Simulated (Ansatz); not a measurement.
**Structure relaxation of Ir**

These are results of DFT PBEsol, scalar-relativistic, plane waves, PAW in Ansatz 0.2.0, not measurements. Cutoff 420 eV, Γ-centred k mesh, Gaussian smearing, no spin polarisation in the final step.

Ir was placed on the black phosphorus structure type (Cmce, No. 64), at a guessed volume.

```
Ir
1.0
     1.52766   -4.84605    0.00000
     1.52766    4.84605    0.00000
     0.00000    0.00000    4.04299
Ir
4
Direct
  0.09800 0.90200 0.91000
  0.59800 0.40200 0.59000
  0.90200 0.09800 0.09000
  0.40200 0.59800 0.41000
```

Cell and atoms relax at zero pressure; the relaxation can't lower the symmetry of the start. After a coarse first stage the cell is made exact in the group found at 0.06 Å.

Energies count from the standard state of Ir at the same level.

(1) Describe the relaxed structure.

(2) What are its volume, energy, density and gap?

## Answers

(1) It ends in Fmmm (No. 69). Conventional cell: a = 2.658 Å, b = 4.587 Å, c = 9.744 Å. Around Ir lie 1 Ir at 2.49 Å and 8 Ir at 2.65–2.73 Å.

```
Ir
1.0
     0.00000    2.29326    4.87178
     1.32923    0.00000    4.87178
     1.32923    2.29326    0.00000
Ir
2
Direct
  0.87235 0.87235 0.12765
  0.12765 0.12765 0.87235
```

(2) The volume per atom is 14.85 Å³. The density is 21.49 g/cm³. The energy over the standard structure is 0.39 eV/atom and the gap on the 24×24×24 mesh is 0 eV (a metal).

The final run used a 24×24×24 mesh on its 2-atom cell and 0.10 eV smearing. The k mesh leaves about 4 meV/atom of noise in metals. Spin–orbit coupling is left out. A structure relaxed within its symmetry needn't be a true minimum.